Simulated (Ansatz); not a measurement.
The first iterations of a band of CH₄AlCl (7 atoms, charge 0, multiplicity 1).

Computed with RKS PBE0-D4/def2-SVP (Ansatz).

* movable images: 7
* climbing image: yes
* spring: 5.0 eV/Å²
* optimiser: quadratic models (default)
* start path: through a guess of the saddle point
* force threshold: 0.05 eV/Å
* iteration limit: 60
* end points: relaxed

First end point:

```xyz
7
Properties=species:S:1:pos:R:3
Al 0.314 0.001 -0.043
Cl 0.509 0.006 2.063
H 1.669 -0.008 -0.858
C -1.466 0.002 -0.823
H -2.021 -0.910 -0.546
H -2.064 0.855 -0.460
H -1.431 0.054 -1.924
```

Last end point:

```xyz
7
Properties=species:S:1:pos:R:3
Al 0.254 0.047 -1.577
Cl 0.905 -0.037 1.427
H 2.164 -0.015 1.151
C -1.657 0.007 -0.986
H -1.896 -0.903 -0.405
H -1.916 0.873 -0.348
H -2.343 0.028 -1.853
```

| iteration | highest image above the first end (eV) | largest band force component (eV/Å) |
| --- | --- | --- |
| 1 | 3.797 | 4.064 |
| 2 | 3.245 | 2.211 |
| 3 | 3.079 | 1.861 |
| 4 | 2.887 | 2.222 |

Q: Does the band converge within its limit, and where does its top end?

A: The run converged. It ended after 13 iterations with the highest image 3.047 eV above the first end. Neighbouring images differ by up to 1.4 eV, so the band resolves the path poorly. A vibrational analysis at the climbing image gives one clearly imaginary mode, 774i cm⁻¹: a first-order saddle point. The orbitals stay closed-shell, which can raise the energy where a bond breaks towards radicals; this wasn't checked here.

Run time: 3.3 min on 1 thread of Arm Neoverse V1, on a shared host, peak memory 0.13 GiB.
